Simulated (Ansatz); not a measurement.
A structure relaxed at PBE0-D4/def2-TZVP, charge 0, multiplicity 1:

```tsv
atom	x (Å)	y (Å)	z (Å)
C1	1.2390	-1.1132	-0.5163
C2	0.1410	-0.7039	0.4502
C3	-0.4336	0.6602	0.1255
O4	-0.9249	0.6224	-1.1865
S5	-1.7247	1.0615	1.3596
H6	1.6340	-2.0968	-0.2545
H7	2.0701	-0.4027	-0.4912
H8	0.8642	-1.1556	-1.5393
H9	-0.6752	-1.4336	0.4254
H10	0.5205	-0.6783	1.4743
H11	0.3436	1.4272	0.2306
H12	-1.4401	1.4167	-1.3472
H13	-1.6138	2.3962	1.2693
```

**Question.** Give its formula and SMILES.

**Answer.** C3H8OS, `CCC(O)S`.

**Question.** Point group (tolerance 0.08 Å, 0.16 Å for H)?

**Answer.** C1.

**Question.** Summarise the bond lengths by kind.

**Answer.** 2 × C–C 1.515 to 1.519 Å; 6 × C–H 1.090 to 1.097 Å; 1 × C–O 1.401 Å; 1 × C–S 1.831 Å; 1 × H–O 0.960 Å; 1 × H–S 1.342 Å.

Program: Ansatz 0.2.0.
